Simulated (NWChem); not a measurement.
# One shape, several levels: triplet CHFO

Wanted: a comparison of 3 runs (UHF/def2-TZVPP, UPBE0/def2-TZVPP, UMP2/def2-TZVPP) of triplet CHFO. 

Program for the calculation: NWChem 7.3.0.

4 further runs of the same task are left out: 4 set aside as unsound or not needed. Runs told in other sessions of the task aren't counted.

## 1. The structure to begin with

The species is CHFO (4 atoms), meant as a triplet with charge 0. SMILES of the parent species: `O=CF`. The coordinates come from a PBE0-D4/def2-TZVP relaxation. That shape belongs to the parent species and isn't relaxed for this state.

Bond lengths: O1–C2 1.174 Å, C2–F3 1.336 Å, C2–H4 1.097 Å. Angles: O1–C2–F3 122.9°, O1–C2–H4 127.8°, F3–C2–H4 109.3°.

## 2. A single-point energy at UHF/def2-TZVPP (run 1)

nw.nw reads:

```
start nw
title "CHFO hf"
memory 2200 mb

geometry units atomic noautosym nocenter noautoz
  O   -1.68060903   0.38017510   1.56420190
  C   -0.08768329   0.12759431   0.04085588
  F    1.10586773  -2.06322188  -0.34359000
  H    0.66242460   1.55547137  -1.26148667
end

basis spherical bse
  * library def2-TZVPP
end

scf
  triplet
  uhf
  thresh 1e-08
  maxiter 80
  noprint "final vectors analysis"
end

task scf energy
```

Run with:

```
$ nwchem nw.nw > nw.out
```

What it wrote:

```text
[...]
  functions       =   107
[...]
  wavefunction    = UHF
[...]
         Total SCF energy =   -212.681861574679
      One electron energy =   -428.027332141880
      Two electron energy =    147.679966723027
 Nuclear repulsion energy =     67.665503844174
                       Sz =      1.0000
                 Sz(Sz+1) =      2.0000
                      S^2 =      2.0187
[...]
```

It took 49 s on 1 thread of Intel Xeon Platinum 8223CL at 3.00GHz (Skylake/Cascade Lake), shared host; peak memory 0.11 GiB.

## 3. The energy at UPBE0/def2-TZVPP (run 2)

nw.nw reads:

```
start nw
memory total 2200 mb

geometry units angstroms noautosym nocenter noautoz
O    -0.889340    0.201180    0.827740
C    -0.046400    0.067520    0.021620
F     0.585200   -1.091810   -0.181820
H     0.350540    0.823120   -0.667550
end

basis spherical bse
* library def2-TZVPP
end

dft
xc pbe0
mult 3
grid fine
convergence energy 1e-08
iterations 100
mulliken
noprint "final vectors analysis"
end

task dft energy
```

Run with:

```
$ nwchem nw.nw > nw.out
```

What it wrote:

```text
[...]
          Wavefunction type:  spin polarized.
          No. of atoms     :     4
          No. of electrons :    24
[...]
          Charge           :     0
          Spin multiplicity:     3
[...]
          AO basis - number of functions:   107
[...]
              XC Information
              --------------
                         PBE0 Method XC Functional
                     Hartree-Fock (Exact) Exchange  0.250
          PerdewBurkeErnzerhof Exchange Functional  0.750
            Perdew 1991 LDA Correlation Functional  1.000 local
           PerdewBurkeErnz. Correlation Functional  1.000 non-local
[...]
 d= 0,ls=0.0,diis     1   -213.3676454378 -2.81D+02  4.32D-03  1.91D-01     2.7
[...]
 d= 0,ls=0.0,diis    13   -213.4486095988 -2.29D-09  2.28D-07  7.02D-10    28.9
[...]
         Total DFT energy =     -213.448609598821
      One electron energy =     -428.112256554191
           Coulomb energy =      171.645583144541
    Exchange-Corr. energy =      -24.647444871571
 Nuclear repulsion energy =       67.665508682400
[...]
      Total Density - Mulliken Population Analysis
     ---------------------------------------------
    Atom       Charge   Shell Charges
 -----------   ------   -------------------------------------------------------
    1 O    8     8.00   0.79  1.18  0.62  0.95  0.30  1.86  1.72  0.55  0.00  0.03  0.00
    2 C    6     5.98   0.85  1.12  0.51  0.50  0.07  1.35  1.09  0.28  0.05  0.14  0.03
    3 F    9     9.16   0.77  1.20  0.61  0.99  0.34  2.27  2.13  0.84  0.00  0.02  0.00
    4 H    1     0.86   0.25  0.43  0.12  0.01  0.04  0.00
[...]
      <S2> =      2.0066 (Exact =     2.0000)
[...]
```

It took 30 s on 1 thread of Intel Xeon Platinum 8223CL at 3.00GHz (Skylake/Cascade Lake), shared host; peak memory 0.12 GiB.

## 4. A single-point energy at UMP2/def2-TZVPP (run 3)

chfo.nw reads:

```
echo
start chfo
title "CHFO"
memory stack 880 mb heap 220 mb global 1100 mb

geometry noautosym nocenter noautoz
  O     -0.889340     0.201180     0.827740
  C     -0.046400     0.067520     0.021620
  F      0.585200    -1.091810    -0.181820
  H      0.350540     0.823120    -0.667550
end

basis spherical bse
  * library def2-TZVPP
end

scf
  triplet
  uhf
  thresh 1e-08
  maxiter 80
end

mp2
  freeze core 3
  tight
end

task mp2 energy
```

Run with:

```
$ nwchem chfo.nw > chfo.out
```

What it wrote:

```text
[...]
  functions       =   107
[...]
  wavefunction    = UHF
[...]
         Total SCF energy =   -212.681861540368
      One electron energy =   -428.027341405905
      Two electron energy =    147.679971183136
 Nuclear repulsion energy =     67.665508682400
                       Sz =      1.0000
                 Sz(Sz+1) =      2.0000
                      S^2 =      2.0187
[...]
          Total MP2 energy          -213.252241657237
[...]
```

It took 56 s on 1 thread of Intel Xeon Platinum 8223CL at 3.00GHz (Skylake/Cascade Lake), shared host; peak memory 0.31 GiB.

## 5. Overview of the runs

| run | level | iteration cap | module | energy (Eh) | dipole moment (D) of the reference | ⟨S²⟩ | wall time |
| --- | --- | --- | --- | --- | --- | --- | --- |
| 1 | UHF/def2-TZVPP | 80 | scf | -212.681862 | 1.32 | 2.019 | 49 s |
| 2 | UPBE0/def2-TZVPP | 100 | dft | -213.448610 | 1.16 | 2.007 | 30 s |
| 3 | UMP2/def2-TZVPP | 80 | mp2 | -213.252242 | – | 2.019 | 56 s |

## 6. Outcome

| quantity | value |
| --- | --- |
| run 3: total energy | -213.25224 Eh |
| run 3: HOMO energy (Hartree–Fock orbitals) (highest over α and β) | -8.14 eV |
| run 3: LUMO energy (Hartree–Fock orbitals) (lowest over α and β) | 0.20 eV |
| run 3: correlation energy (3 core orbitals frozen) | -570.4 mEh |
| run 3: ⟨S²⟩ of the reference determinant | 2.019 |

All runs together took 2.2 min, the longest 56 s.
